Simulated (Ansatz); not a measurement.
Ideal-gas functions of `O=S(=O)(O)O` at 500 K and 1 bar, from an Ansatz frequency run at PBE0-D4/def2-TZVP.

Molar mass 98.08 g/mol, point group Cs (symmetry number 1), electronic degeneracy 1, moments of inertia 98.178, 99.652, 104.905 u Å². Harmonic wavenumbers (cm⁻¹, unscaled): 57, 336, 371, 426, 505, 552, 564, 855, 915, 1128, 1162, 1248, 1504, 3815, 3821.

Use S(trans) = R[1.5 ln M + 2.5 ln T − 1.1517]; rotational temperatures θ = 24.2544 K / I; S(rot) = R[ln(√π/σ · √(T³/θAθBθC)) + 1.5]; for each mode x = 1.438777 ν̃/T, S = R[x/(eˣ − 1) − ln(1 − e⁻ˣ)] and H = RT x/(eˣ − 1); 1 cm⁻¹ = 0.0119627 kJ/mol; R = 8.31446 J/(mol·K).

By hand: the entropy, in J/(mol·K).

Translation 176.8. Rotation: θ = 0.247, 0.2434, 0.2312 K, giving 112.5. Vibration, mode by mode: 23.35, 8.91, 8.15, 7.12, 5.90, 5.29, 5.14, 2.65, 2.32, 1.42, 1.32, 1.08, 0.59, 0.00, 0.00, in all 73.3. Electronic 0.0. Sum 362.6 J/(mol·K).

By hand: H − E and G − E in kJ/mol, counted from the electronic energy.

Zero-point energy ½ × 17259 × 0.0119627 = 103.2; thermal vibration 19.5; translation, rotation and pV give 4 RT = 16.6. H − E = 139.3 kJ/mol, and G − E = 139.3 − 500 × 362.6/1000 = -42.0 kJ/mol.

Vibration gives 20 % of the entropy, 23.4 J/(mol·K) of it from the mode under 150 cm⁻¹: soft modes count most, and the harmonic formula is weakest for them. The sum counts one conformer and one mirror image; others add a mixing term.
